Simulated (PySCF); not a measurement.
Radiative rates from a computed spectrum

Compound: methylidenesilylene, CH2Si (singlet state).
Bonds: C1–Si2 (double). Hydrogens: H3, H4 on C1.

The calculation used TDDFT PBE0/def2-SVPD, vertical, gas phase, core orbitals frozen in the response in PySCF 2.14.0, density-fitted response routines. Geometry: GFN2-xTB; no solvent, vibrations or thermal averaging.

For one non-degenerate pair of states in vacuum, A = 0.6670 f ν̃² s⁻¹ with ν̃ in cm⁻¹, τ = 1/A, |μ|² = 3f / (2ΔE) in atomic units, and the integrated cross-section is ∫σ dE = 109.76 f Mb·eV.

Only emission to the ground state at the vertical energy is counted.

Energies and rates of the computed singlets with f of 0.002 or more:

```tsv
state	λ (nm)	A (s⁻¹)
S2	330.8	1.92×10⁷
S3	246.8	1.79×10⁸
S4	233.5	3.85×10⁷
S5	206.2	1.81×10⁸
S6	181.1	3.44×10⁷
S7	163.3	7.41×10⁷
S8	156.2	6.72×10⁷
```

**Question.** Which f and |μ| stand behind these rates?

**Answer.** f = A / (0.6670 ν̃²), and |μ| follows from f:

| state | f | \|μ\| (D) | τ | main configurations (H = HOMO, L = LUMO) |
| --- | --- | --- | --- | --- |
| S2 | 0.031 | 1.49 | 52 ns | H-1→L (98%) |
| S3 | 0.164 | 2.93 | 5.6 ns | H→L+1 (91%) |
| S4 | 0.031 | 1.25 | 26 ns | H-1→L+1 (95%) |
| S5 | 0.115 | 2.25 | 5.5 ns | H→L+2 (98%) |
| S6 | 0.017 | 0.81 | 29 ns | H→L+3 (99%) |
| S7 | 0.030 | 1.01 | 14 ns | H-1→L+2 (77%), H-2→L (22%) |
| S8 | 0.025 | 0.90 | 15 ns | H-2→L (58%), H-1→L+3 (21%), H-1→L+2 (16%) |

**Question.** Suppose S2 emitted 0.3 eV lower with the same transition dipole. How would A change?

**Answer.** At fixed |μ|, A goes as the cube of the energy: (3.45/3.75)³ = 0.78, which makes τ about 67 ns.

**Question.** How much energy does a mole of photons resonant with S5 carry?

**Answer.** 6.012 eV × 96.485 = 580 kJ/mol (139 kcal/mol).

**Question.** Which computed singlets stay under f = 0.002?

**Answer.** S1 (2.11 eV, f 0.0000).

Hardware: x86-64 server, one thread (shared host). Cost: 3.4 s wall.
